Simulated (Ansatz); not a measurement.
The cluster Li3H4 (the lowest doublet isomer of a short search). Total charge 0; doublet. Geometry r2SCAN-D4/def2-TZVP, basis def2-TZVP, Ansatz.

Cartesian coordinates in Å:
```
Li -1.992 0.150 1.679
Li 0.494 -1.140 1.517
Li -0.160 0.506 -0.719
H 0.510 1.193 -2.589
H 0.992 -0.544 -0.013
H 1.068 0.752 -2.348
H -0.911 -0.917 2.474
```

```csv
run,HOMO (eV),LUMO (eV)
A,-2.91,-1.22
B,-4.28,-0.01
C,-3.29,-1.15
D,-2.64,-1.39
E,-3.52,-1.01
F,-3.49,-0.85
```

B3LYP takes the VWN-RPA correlation. In the doublet, H4 and H6 lie 0.75 Å apart (atoms count from 1), so H2 has formed as a molecule. The structure comes from a short search, and lower isomers may exist.

HOMO and LUMO are taken over both spins.

The runs used B3LYP, BLYP, PBE0, r2SCAN, r2SCAN0, ωB97M-V. Estimate which is which.

A r2SCAN (0 % exact exchange); B ωB97M-V (range-separated); C B3LYP (20 % exact exchange); D BLYP (0 % exact exchange); E r2SCAN0 (25 % exact exchange); F PBE0 (25 % exact exchange). Exact exchange lowers occupied and raises empty levels; among semilocal functionals meta-GGAs tend to open the gap a little, and such runs are hard to tell apart. The gap grows from 1.25 eV (BLYP) to 4.27 eV (ωB97M-V).
